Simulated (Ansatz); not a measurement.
What each rung costs, and what it gives

Saddle point of MgH$_{3}$ClO, closed shell (MgHClO ([OH][Mg][Cl]) + H₂ → MgHCl ([MgH][Cl]) + H₂O (still joined by a long Mg–O bond); bonds formed: Mg1–H5, O2–H4; bonds broken: H4–H5; bonds weakened to dative contacts: Mg1–O2), PBE0-D4/def2-TZVP structure:

```json
{"atom": "Mg1", "x (Å)": "-0.3698", "y (Å)": "0.1413", "z (Å)": "-0.7756"}
{"atom": "O2", "x (Å)": "0.1087", "y (Å)": "-0.5948", "z (Å)": "0.9094"}
{"atom": "Cl3", "x (Å)": "-1.6879", "y (Å)": "0.0359", "z (Å)": "-2.5168"}
{"atom": "H4", "x (Å)": "0.8185", "y (Å)": "0.3489", "z (Å)": "0.6718"}
{"atom": "H5", "x (Å)": "1.0666", "y (Å)": "1.1038", "z (Å)": "-0.0462"}
{"atom": "H6", "x (Å)": "0.0638", "y (Å)": "-1.0352", "z (Å)": "1.7574"}
```

Barriers are electronic and count from the start structure reached by relaxing down the imaginary mode.

Ansatz 0.2.0; basis: as named in each row; cores frozen in the correlated methods. The outer core shell of Li, Na, Mg and K is correlated. The def2 sets are not built for correlating such inner shells, so the correlated values are less sure here. B3LYP uses VWN-RPA correlation. Extrapolation: Hartree–Fock as exp(−7.88 √X), correlation as X^−2.97.

Times are rough, for one single point on 2 threads of a shared host (Arm Neoverse V1).

The estimate by CCSD(T) at an estimated basis limit (MP2 extrapolated from triple and quadruple zeta, plus CCSD(T) − MP2 in triple zeta) is 0.820 eV.

```tsv
method	basis	time (s)	barrier (eV)	method less estimate
HF	STO-3G	under 1	0.669	-0.151
PBE-D4	STO-3G	under 1	-0.241	-1.060
SPW92	def2-SVP	under 1	0.191	-0.629
PBE-D4	def2-SVP	under 1	0.452	-0.368
B3LYP-D4	6-31G	under 1	0.608	-0.212
SPW92	def2-TZVPP	under 1	0.293	-0.527
PBE0-D4	def2-SVP	under 1	0.531	-0.288
CCSD(T)	def2-SVP	1	0.718	-0.102
PBE-D4	def2-TZVPP	1	0.557	-0.263
BLYP-D4	def2-TZVPP	2	0.690	-0.129
PBE0-D4	def2-TZVPP	2	0.619	-0.200
B3LYP-D4	def2-TZVPP	2	0.721	-0.099
BHLYP-D4	def2-TZVPP	2	0.799	-0.021
CAM-B3LYP-D4	def2-TZVPP	2	0.709	-0.111
B2PLYP	def2-TZVPP	3	0.770	-0.050
r2SCAN-D4	def2-TZVPP	3	0.624	-0.196
PBE-QIDH	def2-TZVPP	3	0.719	-0.101
r2SCAN0-D4	def2-TZVPP	3	0.671	-0.148
RPA on PBE	def2-TZVPP	3	0.768	-0.052
wB97M-V	def2-SVP	4	0.612	-0.208
B97M-V	def2-TZVPP	6	0.585	-0.235
wB97X-V	def2-TZVPP	6	0.743	-0.076
wB97M-V	def2-TZVPP	6	0.740	-0.079
MP2	def2-QZVPP	7	0.838	0.019
CCSD(T)	def2-TZVPP	24	0.787	-0.032
```

All methods are single points on the PBE0-D4 structures; a negative value means that the method puts the saddle structure below the start.

The T1 diagnostic stays at or below 0.011.

Labels in which every atom is bracketed show which atoms are joined, not bond orders.
